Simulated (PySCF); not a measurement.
# [BNH4]− (SMILES [BH2-]N) at 6 levels

We compute a comparison of 6 runs (U-wB97X-V/STO-3G, UB3LYP/STO-3G, UPBE/STO-3G, UCISD/STO-3G, ROCCSD(T)/STO-3G, FCI/STO-3G) of [BNH4]−. Input form: a Python script.

Program for the calculation: PySCF 2.14.0.

2 further runs of the same task are left out: 2 set aside as unsound or not needed.

### 1 The structure to begin with

[BNH4]−: 6 atoms, total charge -1, spin state doublet. As SMILES, `[BH2-]N`. The B1–H4 distance was set to 1.500 Å, away from the relaxed value.

Bond lengths: B1–N2 1.573 Å, B1–H3 1.274 Å, N2–H5 1.029 Å, N2–H6 1.021 Å. Angles: B1–N2–H5 111.6°, B1–N2–H6 108.4°, N2–B1–H3 113.0°, H5–N2–H6 104.9°. A long bond or contact: B1–H4 1.500 Å.

### 2 A single-point energy at U-wB97X-V/STO-3G (run 1)

Contents of input.py:

```python
from pyscf import gto, dft

system = gto.Mole()
system.atom = '''
B       -0.329490      -0.594847       0.400567
N       -0.095400       0.958403       0.317857
H        0.699950      -1.233547       0.793237
H       -0.807710      -1.131940      -0.915350
H        0.375930       1.223533      -0.557043
H        0.555270       1.226013       1.057407
'''
system.charge = -1
system.basis = 'sto-3g'
system.max_memory = 1860
system.spin = 1
system.verbose = 3
system.build()

calc0 = dft.UKS(system, xc='wb97x-v')
calc0.conv_tol = 1e-10
calc0.grids.level = 5
calc0.nlcgrids.level = 1
calc0.kernel()
if not calc0.converged:
    calc0 = calc0.newton().run(calc0.mo_coeff, calc0.mo_occ)

e_final = calc0.e_tot
print(f'total energy: {e_final:.8f} hartree')
```

Command:

```
$ OMP_NUM_THREADS=1 python input.py
```

The program printed:

```text
WARN: HOMO 0.0299560216070654 >= LUMO 0.0299560216070656

converged SCF energy = -80.6973226491587  <S^2> = 0.75194987  2S+1 = 2.0019489
total energy: -80.69732265 hartree
```

It took 21 s on 1 thread of Arm Neoverse V1, shared host; peak memory 0.18 GiB.

### 3 The energy at UB3LYP/STO-3G (run 2)

Contents of calc.py:

```python
from pyscf import gto, dft

molecule = gto.M(
    atom='''
B     -0.622646    -1.124098     0.756962
N     -0.180280     1.811119     0.600663
H      1.322714    -2.331066     1.499001
H     -1.526351    -2.139057    -1.729761
H      0.710405     2.312142    -1.052659
H      1.049308     2.316829     1.998210
''',
    unit='bohr',
    basis='sto-3g',
    spin=1,
    max_memory=1860,
    verbose=3,
    charge=-1,
)

ks = dft.UKS(molecule)
ks.xc = 'b3lyp'
ks.grids.level = 5
ks.conv_tol = 1e-10
ks.kernel()
if not ks.converged:
    ks = ks.newton().run(ks.mo_coeff, ks.mo_occ)

etot = ks.e_tot
print('Final energy', etot)
```

Command:

```
$ OMP_NUM_THREADS=1 python calc.py
```

The program printed:

```text
converged SCF energy = -80.7284210090113  <S^2> = 0.75196988  2S+1 = 2.0019689
Final energy -80.72842100901131
```

It took 4.2 s on 1 thread of Arm Neoverse V1, shared host; peak memory 0.18 GiB.

Runs 3 to 5 aren't shown in full; the table further down has their settings and results.

### 4 A single-point energy at FCI/STO-3G (run 6)

Contents of start.xyz:

```xyz
6

B     -0.329490    -0.594847     0.400567
N     -0.095400     0.958403     0.317857
H      0.699950    -1.233547     0.793237
H     -0.807710    -1.131940    -0.915350
H      0.375930     1.223533    -0.557043
H      0.555270     1.226013     1.057407
```

Contents of input.py:

```python
from pyscf import gto, scf, mcscf

molecule = gto.Mole()
molecule.atom = 'start.xyz'
molecule.charge = -1
molecule.basis = 'sto-3g'
molecule.spin = 1
molecule.verbose = 3
molecule.max_memory = 1860
molecule.build()

myscf = scf.ROHF(molecule)
myscf.conv_tol = 1e-10
myscf.kernel()
if not myscf.converged:
    myscf = myscf.newton().run(myscf.mo_coeff, myscf.mo_occ)

cas = mcscf.CASCI(myscf, myscf.mo_coeff.shape[-1] - 2, (molecule.nelec[0] - 2, molecule.nelec[1] - 2))  # full CI above the frozen core
cas.fix_spin_(ss=0.75)
cas.kernel()
e_final = cas.e_tot
print('E = %.10f Eh' % e_final)
```

Command:

```
$ OMP_NUM_THREADS=1 python input.py
```

The program printed:

```text
converged SCF energy = -80.1736053061224
CASCI E = -80.2878847977678  E(CI) = -31.7995810982944  S^2 = 0.7500000
E = -80.2878847978 Eh
```

Run time: 14 s. Hardware: 1 thread of Arm Neoverse V1, shared host; peak memory 0.26 GiB.

### 5 All runs side by side

| run | level | nlc grid | integration grid | energy (Eh) | HOMO energy (eV) | LUMO energy (eV) | ⟨S²⟩ | wall time |
| --- | --- | --- | --- | --- | --- | --- | --- | --- |
| 1 | U-wB97X-V/STO-3G | 1 | 5 | -80.697323 | 4.92 | 15.40 | 0.752 | 21 s |
| 2 | UB3LYP/STO-3G | – | 5 | -80.728421 | 7.60 | 12.78 | 0.752 | 4.2 s |
| 3 | UPBE/STO-3G | – | 5 | -80.598767 | 9.01 | 12.13 | 0.752 | 3.6 s |
| 4 | UCISD/STO-3G | – | – | -80.281329 | 2.96 | 18.93 | 0.759 | 0.68 s |
| 5 | ROCCSD(T)/STO-3G | – | – | -80.287584 | – | – | 0.750 | 0.89 s |
| 6 | FCI/STO-3G | – | – | -80.287885 | – | – | – | 14 s |

### 6 What came out

| quantity | value |
| --- | --- |
| run 6: total energy | -80.28788 Eh |
| run 6: correlation energy (2 core orbitals frozen) | -114.3 mEh |

Against full CI in this basis: UCISD +6.6 mEh; ROCCSD(T) +0.3 mEh. Totals of different functionals can't be ranked against each other. In runs 1, 2, 3, 4, 5, 6 the HOMO lies above zero, so the outermost electron may be held by the basis alone. In runs 1, 2, 3, 4, 5, 6 the basis is minimal, so the values are rough. All runs together took 44 s, the longest 21 s.
